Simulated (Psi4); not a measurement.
# SiH2F (SMILES F[SiH2]) at 6 levels

Wanted: a comparison of 6 runs (UHF/STO-3G, UHF/aug-pcseg-2, UB3LYP/6-31G*, USVWN-RPA/6-311G(2df,2pd)) of SiH2F. 

The results are computed with Psi4 1.11.

3 further runs of the same task are left out: 3 set aside as unsound or not needed.

## (1) Starting point

SiH2F: 4 atoms, total charge 0, spin state doublet. As SMILES, `F[SiH2]`. The shape is that of a GFN2-xTB optimisation.

Bond lengths: F1–Si2 1.621 Å, Si2–H3 1.448 Å, Si2–H4 1.448 Å. Angles: F1–Si2–H3 104.7°, F1–Si2–H4 104.7°, H3–Si2–H4 120.2°.

## (2) Energy and forces at UHF/STO-3G (run 1)

Input file fh2si.json:

```json
{
  "schema_name": "qcschema_input",
  "schema_version": 1,
  "molecule": {
    "schema_name": "qcschema_molecule",
    "schema_version": 2,
    "symbols": ["F", "Si", "H", "H"],
    "geometry": [2.27823492, 1.22367325, -0.80409736, -0.23083005, -0.50062624, -0.46651669, -2.30533359, 1.28221697, -0.49442794, 0.25792872, -2.00526398, 1.76504199],
    "molecular_charge": 0,
    "molecular_multiplicity": 2,
    "fix_symmetry": "c1"
  },
  "driver": "gradient",
  "model": {
    "method": "scf",
    "basis": "STO-3G"
  },
  "keywords": {
    "reference": "uhf",
    "puream": true,
    "e_convergence": 1e-09,
    "d_convergence": 1e-08,
    "scf_type": "pk",
    "maxiter": 200,
    "scf_properties": ["DIPOLE", "MULLIKEN_CHARGES", "MAYER_INDICES"]
  }
}
```

Run with:

```console
$ psi4 --qcschema fh2si.json -n 1 --memory 1600MB
```

stdout:

```text
[...]
  Running in c1 symmetry.
[...]
  Nuclear repulsion =   55.499457334423063
[...]
  Multiplicity = 2
[...]
  Nalpha       = 13
  Nbeta        = 12
[...]
    Number of basis functions: 16
[...]
   @UHF iter   1:  -384.71088991516132   -1.35039e+00   1.16639e-02 DIIS/ADIIS
[...]
   @UHF iter  13:  -384.75005322202793   -1.70530e-13   7.30916e-09 DIIS
[...]
   @S^2 Observed:                7.516427710E-01
[...]
  @UHF Final Energy:  -384.75005322202793
   => Energetics <=
    Nuclear Repulsion Energy =             55.4994573344230631
    One-Electron Energy =                -649.5128946637832996
    Two-Electron Energy =                 209.2633841073323708
    Total Energy =                       -384.7500532220278728
  UHF NO Occupations:
  HONO-2 :   11  A 1.9999666
  HONO-1 :   12  A 1.9992295
[...]
  Mulliken Charges: (a.u.)
   Center  Symbol    Alpha    Beta     Spin     Total
       1     F     4.69074  4.63804  0.05270 -0.32879
       2    SI     7.11429  6.22223  0.89206  0.66348
       3     H     0.59748  0.56986  0.02762 -0.16734
       4     H     0.59748  0.56986  0.02762 -0.16734
   Total alpha = 13.00000, Total beta = 12.00000, Total charge =  0.00000
  Mayer Bond Indices:
  Total Bond Index:
  Irrep: 1 Size: 4 x 4
[...]
  -Total Gradient:
     Atom            X                  Y                   Z
    ------   -----------------  -----------------  -----------------
       1       -0.006797676763    -0.004439843146     0.001251977315
       2       -0.002858041622     0.005394885213     0.011109640737
       3       -0.003230411587     0.009855743266    -0.013280597782
       4        0.012886129971    -0.010810785332     0.000918979729
[...]
```

The result, in JSON:

```text
{
 "driver": "gradient",
 "model": {
  "method": "scf",
  "basis": "STO-3G"
 },
 "success": true,
 "return_result": [-0.006797676762711369, -0.00443984314576798, 0.0012519773150459386, -0.0028580416223089877, 0.005394885212759465, 0.011109640737145654, -0.0032304115874326467, 0.009855743266145661, -0.013280597781535161, 0.012886129970667251, -0.010810785331883288, 0.0009189797293756019],
 "properties": {
  "calcinfo_nbasis": 16,
  "calcinfo_nmo": 16,
  "calcinfo_nalpha": 13,
  "calcinfo_nbeta": 12,
  "calcinfo_natom": 4,
  "nuclear_repulsion_energy": 55.49945733442306,
  "return_energy": -384.75005322202793,
  "return_gradient": [-0.006797676762711369, -0.00443984314576798, 0.0012519773150459386, -0.0028580416223089877, 0.005394885212759465, 0.011109640737145654, -0.0032304115874326467, 0.009855743266145661, -0.013280597781535161, 0.012886129970667251, -0.010810785331883288, 0.0009189797293756019],
  "scf_one_electron_energy": -649.5128946637833,
  "scf_two_electron_energy": 209.26338410733237,
  "scf_dipole_moment": [-0.4315246451906294, -0.4086650099437579, -0.10504553155612029],
  "scf_total_energy": -384.75005322202793,
  "scf_total_gradient": [-0.006797676762711369, -0.00443984314576798, 0.0012519773150459386, -0.0028580416223089877, 0.005394885212759465, 0.011109640737145654, -0.0032304115874326467, 0.009855743266145661, -0.013280597781535161, 0.012886129970667251, -0.010810785331883288, 0.0009189797293756019],
  "scf_iterations": 13
 }
}
```

Run time: 3.9 s. Hardware: 1 thread of AMD EPYC 7R43 (Zen 3), shared host; peak memory 0.17 GiB.

## (3) Energy and forces at UHF/aug-pcseg-2 (density fitting) (run 2)

Input file input.in:

```
memory 1600 MB

molecule {
  0 2
  F
  Si 1 R2
  H 2 R3 1 A3
  H 2 R4 3 A4 1 D4

  R2 = 1.620922
  R3 = 1.447556
  A3 = 104.66631
  R4 = 1.447537
  A4 = 120.15364
  D4 = 117.04642
  units angstrom
  symmetry c1
  no_reorient
  no_com
}

set {
  basis     aug-pcseg-2
  reference uhf
  scf_type  df
}

e, wfn = gradient("hf", return_wfn=True)
```

Run with:

```console
$ psi4 -n 1 input.in input.out
```

input.out:

```text
[...]
  Running in c1 symmetry.
[...]
  Nuclear repulsion =   55.499462277365929
[...]
  Multiplicity = 2
[...]
  Nalpha       = 13
  Nbeta        = 12
[...]
    Number of basis functions: 142
[...]
   @DF-UHF iter   1:  -389.54800356900023   -6.73403e-01   2.29681e-03 ADIIS/DIIS
[...]
   @DF-UHF iter  12:  -389.59881547143141   -1.38698e-11   5.66527e-09 DIIS
[...]
   @S^2 Observed:                7.535598271E-01
[...]
  @DF-UHF Final Energy:  -389.59881547143141
   => Energetics <=
    Nuclear Repulsion Energy =             55.4994622773659287
    One-Electron Energy =                -652.3387209874484824
    Two-Electron Energy =                 207.2404432386510962
    Total Energy =                       -389.5988154714314078
  UHF NO Occupations:
  HONO-2 :   11  A 1.9998021
  HONO-1 :   12  A 1.9985551
[...]
  -Total Gradient:
     Atom            X                  Y                   Z
    ------   -----------------  -----------------  -----------------
       1       -0.001644647010    -0.000815520114    -0.022975074668
       2       -0.013650091089    -0.006761785035     0.037812496943
       3        0.005525743807     0.008062948431    -0.007417629176
       4        0.009768994290    -0.000485643282    -0.007419793102
[...]
```

It took 7.8 s on 1 thread of AMD EPYC 7R43 (Zen 3), shared host; peak memory 0.25 GiB.

Run 3 isn't shown in full; the table further down has it.

## (4) Energy and gradient at UB3LYP/6-31G(d) (Cartesian functions) (run 4)

Input file job.json:

```json
{
 "schema_name": "qcschema_input",
 "schema_version": 1,
 "molecule": {
  "schema_name": "qcschema_molecule",
  "schema_version": 2,
  "symbols": ["F", "Si", "H", "H"],
  "geometry": [2.27823492, 1.22367325, -0.80409736, -0.23083005, -0.50062624, -0.46651669, -2.30533359, 1.28221697, -0.49442794, 0.25792872, -2.00526398, 1.76504199],
  "molecular_charge": 0,
  "molecular_multiplicity": 2,
  "fix_symmetry": "c1",
  "fix_com": true,
  "fix_orientation": true
 },
 "driver": "gradient",
 "model": {
  "method": "b3lyp",
  "basis": "6-31G*"
 },
 "keywords": {
  "reference": "uks",
  "puream": false,
  "e_convergence": 1e-09,
  "d_convergence": 1e-08,
  "scf_type": "pk",
  "dft_radial_points": 99,
  "dft_spherical_points": 590,
  "maxiter": 200,
  "scf_properties": ["LOWDIN_CHARGES", "MULLIKEN_CHARGES", "MAYER_INDICES"]
 }
}
```

Run with:

```console
$ psi4 --qcschema job.json -n 1 --memory 1600MB
```

stdout:

```text
[...]
  Running in c1 symmetry.
[...]
  Nuclear repulsion =   55.499457334423063
[...]
  Multiplicity = 2
[...]
  Nalpha       = 13
  Nbeta        = 12
[...]
    Number of basis functions: 38
[...]
   @UKS iter   1:  -390.47289611816905   -3.66643e-01   9.72167e-03 DIIS/ADIIS
[...]
   @UKS iter  10:  -390.52187417838263   -3.01270e-12   9.71579e-09 DIIS
[...]
   @S^2 Observed:                7.509009720E-01
[...]
  @UKS Final Energy:  -390.52187417838263
   => Energetics <=
    Nuclear Repulsion Energy =             55.4994573344230631
    One-Electron Energy =                -652.2041137230359027
    Two-Electron Energy =                 232.1320050746127492
    DFT Exchange-Correlation Energy =     -25.9492228643824632
    Empirical Dispersion Energy =           0.0000000000000000
    VV10 Nonlocal Energy =                  0.0000000000000000
    Total Energy =                       -390.5218741783826317
[...]
  -Total Gradient:
     Atom            X                  Y                   Z
    ------   -----------------  -----------------  -----------------
       1       -0.001935033701     0.000400197772     0.002777571831
       2       -0.020050546389    -0.002018111465     0.019824370348
       3        0.017118142931    -0.007050776796    -0.005895644185
       4        0.004864111933     0.008668374132    -0.016702984772
[...]
```

The result, in JSON:

```text
{
 "driver": "gradient",
 "model": {
  "method": "b3lyp",
  "basis": "6-31G*"
 },
 "success": true,
 "return_result": [-0.001935033700658756, 0.0004001977719798322, 0.002777571831390515, -0.02005054638885337, -0.002018111464677827, 0.01982437034823066, 0.017118142931443286, -0.007050776796108993, -0.005895644184512441, 0.004864111932881186, 0.00866837413228426, -0.016702984772006463],
 "properties": {
  "calcinfo_nbasis": 38,
  "calcinfo_nmo": 38,
  "calcinfo_nalpha": 13,
  "calcinfo_nbeta": 12,
  "calcinfo_natom": 4,
  "nuclear_repulsion_energy": 55.49945733442306,
  "return_energy": -390.52187417838263,
  "return_gradient": [-0.001935033700658756, 0.0004001977719798322, 0.002777571831390515, -0.02005054638885337, -0.002018111464677827, 0.01982437034823066, 0.017118142931443286, -0.007050776796108993, -0.005895644184512441, 0.004864111932881186, 0.00866837413228426, -0.016702984772006463],
  "scf_one_electron_energy": -652.2041137230359,
  "scf_two_electron_energy": 232.13200507461275,
  "scf_xc_energy": -25.949222864382463,
  "scf_dipole_moment": [-0.5046193032572912, -0.3057629200306766, 0.12760599433538644],
  "scf_total_energy": -390.52187417838263,
  "scf_total_gradient": [-0.001935033700658756, 0.0004001977719798322, 0.002777571831390515, -0.02005054638885337, -0.002018111464677827, 0.01982437034823066, 0.017118142931443286, -0.007050776796108993, -0.005895644184512441, 0.004864111932881186, 0.00866837413228426, -0.016702984772006463],
  "scf_iterations": 10
 }
}
```

Wall time 11 s (1 thread of AMD EPYC 7R43 (Zen 3), shared host); peak memory 0.44 GiB.

Run 5 isn't shown in full; the table further down has it.

## (5) A single-point energy at USVWN-RPA/6-311G(2df,2pd) (sfX2C) (run 6)

Input file fh2si.inp:

```
memory 1.6 GB

molecule mol {
  0 2
  F
  Si 1 R2
  H 2 R3 1 A3
  H 2 R4 3 A4 1 D4

  R2 = 1.620922
  R3 = 1.447556
  A3 = 104.66631
  R4 = 1.447537
  A4 = 120.15364
  D4 = 117.04642
}

set {
  basis        6-311G(2df,2pd)
  reference    uks
  scf_type     pk
  relativistic x2c
}

e, wfn = energy("svwn", return_wfn=True)
print_variables()
```

Run with:

```console
$ psi4 -i fh2si.inp -o fh2si.out -n 1
```

fh2si.out:

```text
[...]
  Running in c1 symmetry.
[...]
  Nuclear repulsion =   55.499462277365929
[...]
  Multiplicity = 2
[...]
  Nalpha       = 13
  Nbeta        = 12
[...]
    Number of basis functions: 96
[...]
    WARNING: The X2C and Dirac Hamiltonians have substatially different eigenvalues!
             This is probably caused by the recontraction of the basis set.
[...]
   @UKS iter   1:  -389.80824257352111   -2.72984e-01   5.54755e-03 DIIS/ADIIS
[...]
   @UKS iter   8:  -389.89125943489080   -2.63444e-08   4.22505e-07 DIIS
[...]
   @S^2 Observed:                7.509012784E-01
[...]
  @UKS Final Energy:  -389.89125943489080
   => Energetics <=
    Nuclear Repulsion Energy =             55.4994622773659287
    One-Electron Energy =                -653.1209444558201085
    Two-Electron Energy =                 238.5925041472644921
    DFT Exchange-Correlation Energy =     -30.8622814037011786
    Empirical Dispersion Energy =           0.0000000000000000
    VV10 Nonlocal Energy =                  0.0000000000000000
    Total Energy =                       -389.8912594348907987
[...]
 Multipole Moments:
 ------------------------------------------------------------------------------------
     Multipole            Electronic (a.u.)      Nuclear  (a.u.)        Total (a.u.)
 ------------------------------------------------------------------------------------
 L = 1.  Multiply by 2.5417464519 to convert [e a0] to [Debye]
 Dipole X            :          0.9754207           -1.0232039           -0.0477832
 Dipole Y            :          0.4837515           -0.5074403           -0.0236888
 Dipole Z            :         -2.2632852            2.8011797            0.5378945
 Magnitude           :                                                    0.5405321
[...]
```

It took 8.4 s on 1 thread of AMD EPYC 7R43 (Zen 3), shared host; peak memory 0.41 GiB.

## (6) The series

```csv
run,level,integrals,integral approximation,energy (Eh),dipole moment (D),HOMO energy (eV),LUMO energy (eV),wall time
1,UHF/STO-3G,pk,none,-384.750053,1.53,-6.36,6.27,3.9 s
2,UHF/aug-pcseg-2 (density fitting),df,program's default,-389.598815,1.69,-9.53,0.58,7.8 s
3,"UHF/aug-pcseg-2 (density fitting, Cartesian functions)",df,program's default,-389.602689,1.69,-9.54,0.57,8.4 s
4,UB3LYP/6-31G* (Cartesian functions),pk,none,-390.521874,1.53,-5.91,-2.70,11 s
5,"USVWN-RPA/6-311G(2df,2pd)",pk,none,-389.259467,1.37,-5.55,-4.19,9 s
6,"USVWN-RPA/6-311G(2df,2pd) (sfX2C)",pk,none,-389.891259,1.37,-5.54,-4.19,8.4 s
```

## (7) Summary of results

```
                                 quantity          value
                      run 6: total energy  -389.89126 Eh
                     run 6: dipole moment         1.37 D
run 6: HOMO energy (highest over α and β)       -5.54 eV
 run 6: LUMO energy (lowest over α and β)       -4.19 eV
                              run 6: ⟨S²⟩          0.751
```

In words: The dipole moment (its size) runs from 1.37 D (USVWN-RPA/6-311G(2df,2pd)) to 1.69 D (UHF/aug-pcseg-2). The two ends differ in method and basis. Totals of different functionals can't be ranked against each other. Some runs of one species differ in core potentials or relativity; totals across that change don't compare. In run 1 the basis is minimal, so the values are rough. All runs together took 49 s, the longest 11 s.
